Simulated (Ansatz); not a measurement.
Two structures, one formula

Two relaxed structures of CH$_{5}$OS (charge +1), closed shell (PBE0-D4/def2-TZVP; forces vanish, vibrations not checked).

A:

```
8
angstrom
C -0.7060 0.8195 -0.3770
S 0.9329 -1.1308 0.0509
O 0.0319 0.0279 0.6208
H -1.3981 0.1770 -0.9190
H -0.0045 1.3209 -1.0420
H -1.2446 1.5412 0.2309
H 0.5658 -2.1577 0.8631
H 2.0899 -0.9067 0.7291
```

B:

```
atom    x (Å)    y (Å)    z (Å)
  C1   0.0747   0.0039   0.8830
  S2  -0.6388   0.7325  -0.4258
  O3   0.9757  -1.1488   0.3712
  H4  -1.6521   0.2837  -1.2858
  H5  -0.0989   1.5585  -1.4228
  H6  -1.3391   1.6583   0.2494
  H7   0.6689  -1.9800   0.7737
  H8   1.8875  -0.9798   0.6662
```

Ansatz 0.2.0; basis: def2-TZVPP; cores frozen in the correlated methods. B3LYP uses VWN-RPA correlation.

**Question.** Which structure is lower at CCSD(T), and by how much? (An estimate is asked for; the value comes from the calculation.)

**Answer.** The calculation gives: A, by 5.380 eV (electronic energy, against the other). By their contacts, A is CH₅OS ([CH3][O][SH2]), total charge +1 and B is CH₅OS ([OH2][C][SH3]), total charge +1.

All methods give the same order:

```tsv
method	E(B) − E(A) (eV)
PBE-D4	4.954
r2SCAN-D4	5.145
PBE0-D4	5.265
B3LYP-D4	5.336
wB97M-V	5.478
HF	6.178
MP2	5.420
CCSD	5.544
CCSD(T)	5.380
```

The T1 diagnostic stays at or below 0.019.

Labels in which every atom is bracketed show which atoms are joined, not bond orders.

For scale, one of the runs: CCSD(T)/def2-TZVPP, 174 basis functions, launched by `ansatz run in.yaml --threads 2 --pin off --events-out ev --progress --plain --max-ram 4352MiB`. The run took 34 s on 2 CPU threads of an Arm Neoverse V1 (shared host), with 1.5 GiB of host memory at its peak.
